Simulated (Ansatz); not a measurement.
I need vertical and adiabatic energies of changing the electron count of C2H5Mg, SMILES C[CH2][Mg]. Use the Python package of Ansatz (0.2.0). Level of theory (for the species named): r2SCAN, def2-SVP basis, multiplicity 2.

Input file `c2h5mg.xyz`:
```text
8

C    -0.46090    0.53700   -0.24080
C     0.26600   -0.66910    0.11690
Mg    2.05210   -0.09320    1.13810
H    -1.36910    0.31260   -0.78760
H     0.11210    1.21750   -0.92970
H    -0.76570    1.16270    0.66640
H     0.56160   -1.23080   -0.79560
H    -0.30390   -1.29390    0.77640
```

The script, `c2h5mg_adiabatic.py`:
```python
# -*- coding: utf-8 -*-
import ansatz as az
import numpy as np

geometry = az.Crystal.molecule_from_extxyz("c2h5mg.xyz")

calc = (
    geometry.calculation()
    .basis(gaussian="def2-SVP")
    .functional("r2scan")
    .spin("collinear", total=1)
)
symbols = [site.symbol for site in geometry.cartesian_sites]
start = np.array([site.position_ang for site in geometry.cartesian_sites], dtype=float)
report = calc.relax(force_tolerance=0.01).run(threads=1, backend="cpu").report
end = np.array(report["positions_ang"])

minimum = az.Crystal.molecule()
for symbol, place in zip(symbols, end):
    minimum = minimum.atom(symbol, place.tolist())
ion = (
    minimum.calculation()
    .basis(gaussian="def2-SVP")
    .functional("r2scan")
    .charge(1)
)
vertical = ion.run(threads=1, backend="cpu").report
settled = ion.relax(force_tolerance=0.01, max_steps=80).run(threads=1, backend="cpu").report
print(f"vertical ionisation energy   {vertical['free_energy_ev'] - report['free_energy_ev']:.3f} eV")
print(f"adiabatic, no zero point     {settled['free_energy_ev'] - report['free_energy_ev']:.3f} eV")
print(f"relaxation energy of the ion {vertical['free_energy_ev'] - settled['free_energy_ev']:.3f} eV")
ionised = np.array(settled["positions_ang"])
print("final positions (A) and the move of each atom")
for symbol, xyz, old in zip(symbols, ionised, end):
    print(f"{symbol:2s} {xyz[0]:10.5f} {xyz[1]:10.5f} {xyz[2]:10.5f}   {np.linalg.norm(xyz - old):7.4f}")
```

```console
$ python c2h5mg_adiabatic.py
vertical ionisation energy   6.593 eV
adiabatic, no zero point     6.528 eV
relaxation energy of the ion 0.065 eV
final positions (A) and the move of each atom
C    -0.49751    0.60997   -0.26353    0.0258
C     0.28177   -0.62903    0.11522    0.0428
Mg    2.12356   -0.27525    1.16644    0.0697
H    -1.41344    0.28253   -0.79351    0.0379
H     0.04233    1.27223   -0.95604    0.0188
H    -0.83327    1.19811    0.60303    0.0188
H     0.63439   -1.22063   -0.74721    0.0473
H    -0.24563   -1.29512    0.81970    0.0474
```

The energies are electronic: no zero-point or thermal terms, and the basis set is short of its limit. The product may relax into another structure. Each relaxation finds its nearest minimum, which needn't be the lowest. The run takes the species as open-shell (spin multiplicity 2), which needn't be its ground state. Only the spin states typed were run; another state of an ion can lie lower, by up to an eV or two. Timing: 75 s on 1 thread of Arm Neoverse V1, with other jobs on the host, peak memory 0.26 GiB.
